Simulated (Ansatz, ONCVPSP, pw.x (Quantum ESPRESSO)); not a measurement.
**From atom to crystal: ONCV potential for tellurium (Te)**

Te, optimised norm-conserving Vanderbilt (ONCV), made with ONCVPSP 4.0.1.1 (patched build) (PBEsol, scalar-relativistic). Core [Kr] 4d10, reference 5s1 5p5. Waves: 5s: rc 1.70 bohr, ncon 4, nbas 8, qcut 3.3 1/bohr, 2 projectors, debl 3.1 Ha; 5p: rc 1.95 bohr, ncon 4, nbas 8, qcut 5.1 1/bohr, 2 projectors, debl 1.7 Ha. Local part: polynomial inside 1.02 bohr (lpopt 5, dvloc0 0 Ha). Core correction: Teter function, parameters optimised by the program.

Atomic tests: cutoffs needed: 15 Ha and 47 Ha (the cutoffs (Ha) at which the residual kinetic energy of the hardest occupied pseudo-wave falls to 1 and 0.1 mHa per electron); ghost test: ghosts flagged at negative energy: s at -156.5 eV, p at -23.5 eV; GHOST(+) flagged for s at 184.5 eV; a true bound ghost makes a file unfit for plane-wave use; largest excitation error: -11 meV (all-electron minus pseudo) for 5s2 5p2, out of 4 test configurations.

Crystal test: bcc Te in pw.x 7.5, no spin, 12³ k-points, Fermi–Dirac smearing 0.01 Ry, cutoffs 110/440 Ry. The lattice is a test structure that the element need not adopt, and mesh and smearing are coarse.

pw.x input:

```
&control
  calculation='scf', prefix='x', pseudo_dir='./', outdir='./tmp', tstress=.true., disk_io='none'
/
&system
  ibrav=0, nat=1, ntyp=1, ecutwfc=110, ecutrho=440, nbnd=10,
  occupations='smearing', smearing='fd', degauss=0.01
/
&electrons
  conv_thr=1e-09, mixing_beta=0.4, electron_maxstep=70
/
ATOMIC_SPECIES
Te 1.0 Te.UPF
CELL_PARAMETERS angstrom
  -1.88813006 1.88813006 1.88813006
  1.88813006 -1.88813006 1.88813006
  1.88813006 1.88813006 -1.88813006
ATOMIC_POSITIONS crystal
Te 0.0000 0.0000 0.0000
K_POINTS automatic
12 12 12 0 0 0
```

```bash
pw.x < Te.scf.in > Te.scf.out
```

Task: How does the run end?

Result: It converges; the pressure is -47.44 GPa against 0.01 GPa from all-electron LAPW. This is a poor potential for the solid. The pseudo pressure rises with volume over the whole range, a mechanical instability. Note: ghosts flagged at negative energy: s at -156.5 eV, p at -23.5 eV; GHOST(+) flagged for s at 184.5 eV. A true bound ghost makes a file unfit for plane-wave use. The log shows:

```
     scf convergence threshold =      1.0E-09
     Exchange-correlation= PBESOL
     number of k points=    72  Fermi-Dirac smearing, width (Ry)=  0.0100
     iteration #  1     ecut=   110.00 Ry     beta= 0.40
     total energy              =     -39.76521869 Ry
     estimated scf accuracy    <      24.33581235 Ry
     iteration #  2     ecut=   110.00 Ry     beta= 0.40
     total energy              =     -35.94444658 Ry
     estimated scf accuracy    <       5.68902431 Ry
     iteration #  3     ecut=   110.00 Ry     beta= 0.40
     total energy              =     -39.71907019 Ry
     estimated scf accuracy    <       3.07536168 Ry
     iteration #  4     ecut=   110.00 Ry     beta= 0.40
     total energy              =     -37.77609521 Ry
     estimated scf accuracy    <       2.84902230 Ry
     [... 23 iterations left out ...]
     iteration # 28     ecut=   110.00 Ry     beta= 0.40
     total energy              =     -38.35659340 Ry
     estimated scf accuracy    <       0.00000002 Ry
     iteration # 29     ecut=   110.00 Ry     beta= 0.40
     total energy              =     -38.35659340 Ry
     estimated scf accuracy    <       0.00000005 Ry
     iteration # 30     ecut=   110.00 Ry     beta= 0.40
     total energy              =     -38.35659341 Ry
     estimated scf accuracy    <          1.2E-09 Ry
     iteration # 31     ecut=   110.00 Ry     beta= 0.40
     the Fermi energy is     2.3354 ev
!    total energy              =     -38.35659341 Ry
     estimated scf accuracy    <          5.6E-10 Ry
     smearing contrib. (-TS)   =      -0.01799588 Ry
     The total energy is F=E-TS. E is the sum of the following terms:
     one-electron contribution =     -17.12451510 Ry
     hartree contribution      =      10.73196412 Ry
     xc contribution           =     -13.58693557 Ry
     ewald contribution        =     -18.35911098 Ry
     convergence has been achieved in  31 iterations
          total   stress  (Ry/bohr**3)                   (kbar)     P=     -474.38
     Message from routine punch:
     Nothing written, as per user request (disk_io='none')
```
